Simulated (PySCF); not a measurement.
Series: binary hydrides. Gas-phase values, no solvent. Strings in code marks are SMILES.

These are TPSSh-D3(BJ)/def2-TZVP // PBE0-D3(BJ)/def2-TZVP (PySCF) values and carry that method's errors. 

```
species   dipole moment (D)  HOMO (eV)  LUMO (eV)  hole reorganisation energy (four-point) (eV)
--------  -----------------  ---------  ---------  --------------------------------------------
`N`                    1.68      -6.70          –                                         1.023
`S`                    1.14      -6.81          –                                         0.024
`[BiH3]`               1.17      -7.21      -0.47                                         1.259
`[MgH2]`               0.00      -6.69      -0.71                                         0.124
```
